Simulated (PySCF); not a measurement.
# NaCl: basis, grid and Hamiltonian

Aim: see how much the energy and properties of NaCl depend on the numerical set-up.

Computed with PySCF 2.14.0. Level: method and basis as typed in the scripts.

1 further run of the same task is left out (it didn't finish).

**1. The starting structure**

NaCl: 2 atoms, charge 0, spin multiplicity 1.

Bond lengths: Na1–Cl2 2.367 Å.

**2. The run that the others are compared with**

input.py reads:

```python
from pyscf import gto, scf, mp

mol = gto.M(
    atom='Na 0 0 0; Cl 0 0 2.367',
    basis='crenbl',
    ecp={'Na': 'crenbl', 'Cl': 'crenbl'},
    charge=0,
    spin=0,
    verbose=4,
)
mf = scf.RHF(mol)
mf.kernel()
mp.MP2(mf).kernel()
mf.dip_moment()
print('orbital energies (hartree):', mf.mo_energy[..., max(0, mol.nelec[1]-3):mol.nelec[0]+3].round(4))
```

The run is started by

```sh
$ OMP_NUM_THREADS=1 python input.py
```

The log of this run is left out.

In short: E(SCF) = -62.250317 Eh, 9 cycles, E(MP2) − E(SCF) = -0.16268 Eh, μ = 10.29 D (of the SCF density).

The bond length is a typed value, not an optimised one.

**3. Cartesian functions on**

Edit 1 changes Cartesian functions: off → on.

input.py reads:

```python
from pyscf import gto, scf, mp

mol = gto.M(
    atom='Na 0 0 0; Cl 0 0 2.367',
    basis='crenbl',
    ecp={'Na': 'crenbl', 'Cl': 'crenbl'},
    charge=0,
    spin=0,
    cart=True,
    verbose=4,
)
mf = scf.RHF(mol)
mf.kernel()
mp.MP2(mf).kernel()
mf.dip_moment()
print('orbital energies (hartree):', mf.mo_energy[..., max(0, mol.nelec[1]-3):mol.nelec[0]+3].round(4))
```

The run is started by

```sh
$ OMP_NUM_THREADS=1 python input.py
```

**4. Jorge-dzp (core potential off)**

Edit 2 changes basis set: crenbl → jorge-dzp; core potential: on → off. The core potential changes with it: totals don't compare.

Edit input.py of step 2 so:

```diff
@@ -4,4 +4,3 @@
     atom='Na 0 0 0; Cl 0 0 2.367',
-    basis='crenbl',
-    ecp={'Na': 'crenbl', 'Cl': 'crenbl'},
+    basis='jorge-dzp',
     charge=0,
```

**5. Aug-cc-pvdz (core potential off)**

Edit 3 changes basis set: crenbl → aug-cc-pvdz; core potential: on → off. The core potential changes with it: totals don't compare.

Edit input.py of step 2 so:

```diff
@@ -4,4 +4,3 @@
     atom='Na 0 0 0; Cl 0 0 2.367',
-    basis='crenbl',
-    ecp={'Na': 'crenbl', 'Cl': 'crenbl'},
+    basis='aug-cc-pvdz',
     charge=0,
```

**6. Def2-svpd (core potential off)**

Edit 4 changes basis set: crenbl → def2-svpd; core potential: on → off. The core potential changes with it: totals don't compare.

Edit input.py of step 2 so:

```diff
@@ -4,4 +4,3 @@
     atom='Na 0 0 0; Cl 0 0 2.367',
-    basis='crenbl',
-    ecp={'Na': 'crenbl', 'Cl': 'crenbl'},
+    basis='def2-svpd',
     charge=0,
```

What does the calculation give? Wanted: for each run, E(SCF); from base; gap; SCF dipole; after the SCF.

The runs gave:

```tsv
run	E(SCF) (hartree)	from base (eV)	cycles	gap (eV)	SCF dipole (D)	functions	after the SCF
base	-62.250317	0	9	9.12	10.29	34	MP2 correlation -4.427 eV
Cartesian functions on	-62.250317	0.0000	9	9.12	10.29	34	MP2 correlation -4.427 eV
jorge-dzp (core potential off)	-621.435318	not comparable	9	9.18	9.48	48	MP2 correlation -6.669 eV
aug-cc-pvdz (core potential off)	-621.438473	not comparable	8	9.02	9.39	54	MP2 correlation -4.542 eV
def2-svpd (core potential off)	-621.236517	not comparable	8	9.14	9.45	45	MP2 correlation -4.533 eV
```

In words: No change of the SCF energy comes from Cartesian functions on. The basis has no d shells, so the Cartesian switch can't act.
